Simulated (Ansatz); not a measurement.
`COC(N)O`. The species carries charge 0 and has multiplicity 1. Geometry: relaxed with PBE0-D4/def2-TZVP. It is one conformer, not always the lowest.

```xyz
12

C     0.619    1.328   -0.979
O    -0.447    0.515   -0.543
C    -0.051   -0.541    0.271
N    -1.149   -1.387    0.592
O     0.487    0.002    1.445
H     1.394    0.728   -1.475
H     1.074    1.873   -0.148
H     0.208    2.036   -1.697
H     0.711   -1.137   -0.261
H    -1.472   -1.880   -0.230
H    -1.913   -0.819    0.944
H     0.540   -0.718    2.080
```

(1) What is the dipole moment at r2SCAN/def2-TZVPP? (Estimate.)

(2) And with PBE, B3LYP, ωB97M-V? (An estimate is asked.)

(3) Give the Mulliken charges with r2SCAN, PBE, ωB97M-V in def2-TZVPP. (An estimate is asked.)

Results:

(1) Ansatz gave: 1.06 D, with components (0.09, -0.87, -0.60) D in this frame, pointing from negative to positive charge.

(2) The calculation gave: PBE 1.03 D, B3LYP 1.10 D, ωB97M-V 1.11 D.

(3) The calculation gave: 
| atom | r2SCAN | PBE | ωB97M-V |
| --- | --- | --- | --- |
| C1 | 0.00 | -0.14 | -0.18 |
| O2 | -0.31 | -0.24 | -0.29 |
| C3 | 0.33 | 0.18 | 0.22 |
| N4 | -0.35 | -0.32 | -0.29 |
| O5 | -0.35 | -0.29 | -0.31 |
| H6 | 0.03 | 0.07 | 0.09 |
| H7 | 0.08 | 0.11 | 0.13 |
| H8 | 0.06 | 0.11 | 0.12 |
| H9 | 0.02 | 0.04 | 0.09 |
| H10 | 0.14 | 0.14 | 0.11 |
| H11 | 0.15 | 0.15 | 0.12 |
| H12 | 0.21 | 0.19 | 0.18 |

B3LYP here is the variant with VWN-RPA as its local correlation; programs differ in this.
